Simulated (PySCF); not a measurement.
Output of ΔSCF core-hole calculations on `[F][Mg][F]`.

Method: delta-SCF UKS SCAN, pcX-2 on the ionised atom, pcseg-1 elsewhere, spin-free X2C (PySCF 2.14.0). Atoms in this output count from 0. The cycles run on a coarse integration grid; for E(ground) and E(ion) the exchange–correlation energy is redone on a finer one, so they differ from the last cycle, and only they enter the binding energy.

Coordinates (Å, PBE0-D3(BJ)/def2-SVP):
```
Mg    -0.001182    -0.000683    -0.000012
F      0.002024     0.002022     1.752599
F     -0.000841    -0.001349    -1.752587
```

```
ground state, core basis on atom 0 (Mg), 73 functions
  cycle   1  E = -400.13067037  |g| = 9.52e-01
  cycle   2  E = -399.27962790  |g| = 2.43e+00
  cycle   3  E = -400.29072520  |g| = 4.54e-02
  cycle   4  E = -400.29138805  |g| = 2.00e-02
  cycle   5  E = -400.29144902  |g| = 3.34e-03
  cycle   6  E = -400.29145183  |g| = 4.39e-04
  E(ground) = -400.29200943 Eh
hole in Mg 1s of atom 0
  cycle   1  E = -351.10987195  |g| = 3.62e+00
  cycle   2  E = -351.52964437  |g| = 1.84e+00
  cycle   3  E = -351.70087438  |g| = 9.64e-01
  cycle   4  E = -351.96899569  |g| = 4.11e-01
  cycle   5  E = -352.02055876  |g| = 1.83e-02
  cycle   6  E = -352.02061411  |g| = 1.10e-02
  cycle   7  E = -352.02065850  |g| = 1.10e-03
  cycle   8  E = -352.02065844  |g| = 1.20e-03
  cycle   9  E = -352.02065893  |g| = 8.05e-05
  E(ion) = -352.01618611 Eh   <S^2> = 0.7532   hole on atom = 1.000
```

Q: What is the Mg 1s binding energy of atom 0?

A: (-352.016186 − (-400.292009)) Eh × 27.2114 eV/Eh = 1313.65 eV, for the magnesium bonded to 2 F.

```
ground state, core basis on atom 1 (F), 69 functions
  cycle   1  E = -400.29090308  |g| = 1.64e-01
  cycle   2  E = -400.28551501  |g| = 2.25e-01
  cycle   3  E = -400.29266431  |g| = 4.47e-02
  cycle   4  E = -400.29296039  |g| = 3.87e-03
  cycle   5  E = -400.29295942  |g| = 1.38e-03
  cycle   6  E = -400.29295877  |g| = 8.04e-05
  E(ground) = -400.28788260 Eh
hole in F 1s of atom 1
  cycle   1  E = -374.02657273  |g| = 2.58e+00
  cycle   2  E = -374.12991942  |g| = 2.05e+00
  cycle   3  E = -374.88264869  |g| = 2.83e-01
  cycle   4  E = -374.84652109  |g| = 4.04e-01
  cycle   5  E = -374.90342696  |g| = 2.75e-02
  cycle   6  E = -374.90373445  |g| = 5.51e-03
  cycle   7  E = -374.90374468  |g| = 6.28e-04
  cycle   8  E = -374.90374604  |g| = 3.10e-04
  E(ion) = -374.90909224 Eh   <S^2> = 0.7566   hole on atom = 1.000
```

Q: What is the F 1s binding energy of atom 1?

A: (-374.909092 − (-400.287883)) Eh × 27.2114 eV/Eh = 690.59 eV, for the fluorine bonded to Mg.

The ground state is recomputed for each atom, because the flexible core basis sits on the ionised atom alone; energies of different blocks can't be mixed. Isolated species at its PBE0-D3(BJ)/def2-SVP geometry, gas phase.
Labels such as C1 count atoms from 1, the log's own numbers from 0.
